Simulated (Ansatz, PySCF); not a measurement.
Ligands exchanged one at a time, Al Cl-OH. Gas-phase values, no solvent. One relaxed conformer stands for each flexible species; it need not be the lowest. Strings in code marks are SMILES.

Quantity: redistribution energy (mixed species minus the weighted end members), in kcal/mol.

Level 1: frozen-core MP2/cc-pVTZ // B3LYP-D3(BJ)/def2-TZVP (Ansatz, a first-principles code)
Level 2: B3LYP/6-31G* // B3LYP-D3(BJ)/def2-TZVP (PySCF)
Level 3: SVWN5/6-31G* // B3LYP-D3(BJ)/def2-TZVP (PySCF)
Level 4: HF/STO-3G // B3LYP-D3(BJ)/def2-TZVP (PySCF)

```json
[
 {"species": "2 of 3 Cl replaced by OH: `[OH][Al]([OH])[Cl]` (H–O–Al–Cl torsion 0°, Cl–Al–O–H torsion 180°)", "level 1": "-0.75", "level 2": "-1.37", "level 3": "-1.44", "level 4": "-5.42"},
 {"species": "1 of 3 Cl replaced by OH: `[Cl][Al]([OH])[Cl]` (H–O–Al–Cl torsion 180°)", "level 1": "-0.68", "level 2": "-1.32", "level 3": "-1.39", "level 4": "-5.35"}
]
```
